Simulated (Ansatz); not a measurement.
B20 (FeSi-type) FeSi was calculated with PBE in Ansatz (plane waves, PAW).

Run with plane-wave cutoff 520 eV, 8×8×8 k mesh, no spin polarisation, scalar-relativistic PAW data made under PBE.

Computed at the level's own relaxed cell.

Hill averages of the elastic tensor: K = 217.9 GPa, G = 141.9 GPa. Volume 11.000 Å³/atom, mean atomic mass 41.965 u.

### Question
Work out the density, the sound velocities of a polycrystal and the elastic Debye temperature at this level.

### Answer
ρ = 1.66054 × 41.965/11.000 = 6.335 g/cm³. v_l = √[(K + 4G/3)/ρ] = 8.016 km/s and v_t = √(G/ρ) = 4.733 km/s. The mean follows from 3/v_m³ = 1/v_l³ + 2/v_t³: v_m = 5.244 km/s. Θ_D = (ħ/k_B) v_m (6π²/V)^(1/3) = 76.38 K Å s/km × 5.244 × 1.7526 Å⁻¹ = 702 K, counting all atoms of the cell.

Ansatz is an electronic-structure program.
